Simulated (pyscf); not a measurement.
Structures and frequencies: ωB97X-D3(BJ)/def2-SVP in PySCF.

Problem. `[CH4]` + `[NH2][ZnH]` -> `[CH3][ZnH]` + `[NH3]`
Surface: singlet. Broken: C–H, N–Zn. Formed: C–Zn, H–N. Give ΔE‡ and ΔE from ωB97M-D3(BJ)/def2-TZVP, relative to the separated reactants.

Solution. ΔE‡ = 36.0 kcal/mol, ΔE = +9.2 kcal/mol. Zero-point energy shifts the barrier by -1.3 kcal/mol. It is a four-centre exchange, with an imaginary mode of 1570i cm⁻¹. On the product side the descent ends in an adduct with a N–Zn contact, 11.2 kcal/mol under the separated species and 37.1 kcal/mol under the saddle at ωB97X-D3(BJ)/def2-TZVP. What is counted as broken (N–Zn) persists as a longer contact in the product adduct; parting that adduct is a step of its own. This is the saddle that the search found; another between the same sides may lie lower. Elements up to Kr have no core potential and no relativistic terms here.
